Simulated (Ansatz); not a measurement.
Geometry optimisation, RKS PBE0-D4/def2-SVP (Ansatz).

The input (input.yaml):

```yaml
crystal:
  periodic: [false, false, false]
  atoms:
    - { symbol: Al, position_ang: [0.065356, -0.213341, 0.152379] }
    - { symbol: "N", position_ang: [0.010737, -0.175012, 2.023103] }
    - { symbol: H, position_ang: [-0.823652, -0.383842, 2.562207] }
    - { symbol: H, position_ang: [0.833349, -0.253814, 2.612955] }
    - { symbol: H, position_ang: [1.489014, -0.173571, -0.538019] }
    - { symbol: H, position_ang: [-1.331014, -0.391911, -0.575038] }
    - { symbol: S, position_ang: [-0.39538, 3.129855, 0.878536] }
    - { symbol: H, position_ang: [-1.727328, 2.926493, 0.797122] }
    - { symbol: H, position_ang: [-0.232481, 2.052444, 1.733555] }
basis:
  gaussian: { orbitals: def2-SVP }
hamiltonian:
  xc: pbe0
  dispersion: d4
relax:
  f_tol: 0.03
  max_steps: 50
```

Run as:

```bash
$ ansatz run input.yaml --threads 1 --pin off --max-ram 2048MiB --backend cpu --events-out ev --progress --plain --runs-dir out
```

Task: Where does it end, and by what steps?

Result: The forces met the threshold. After 7 steps the energy has fallen by 0.227 eV; S7 moved furthest, 0.48 Å. Joined: Al1–S7 (3.45 → 2.63 Å).

| step | energy less start (eV) | largest force component (eV/Å) | accepted |
| --- | --- | --- | --- |
| 0 | 0.0000 | 1.491 | yes |
| 1 | -0.1161 | 0.519 | yes |
| 2 | -0.1900 | 0.264 | yes |
| 3 | -0.1943 | 0.528 | yes |
| 4 | -0.2239 | 0.201 | yes |
| 5 | -0.2238 | 0.108 | no |
| 6 | -0.2260 | 0.077 | yes |
| 7 | -0.2266 | 0.025 | yes |

```xyz
9
Properties=species:S:1:pos:R:3
Al -0.017 0.131 0.244
N -0.019 -0.044 2.074
H -0.813 -0.445 2.568
H 0.829 -0.293 2.578
H 1.408 0.072 -0.458
H -1.397 -0.195 -0.482
S -0.279 2.712 0.664
H -1.630 2.675 0.663
H -0.194 1.903 1.796
```

Time of the run: 22 s on 1 thread of Arm Neoverse V2, with other jobs on the host, peak memory 0.15 GiB.
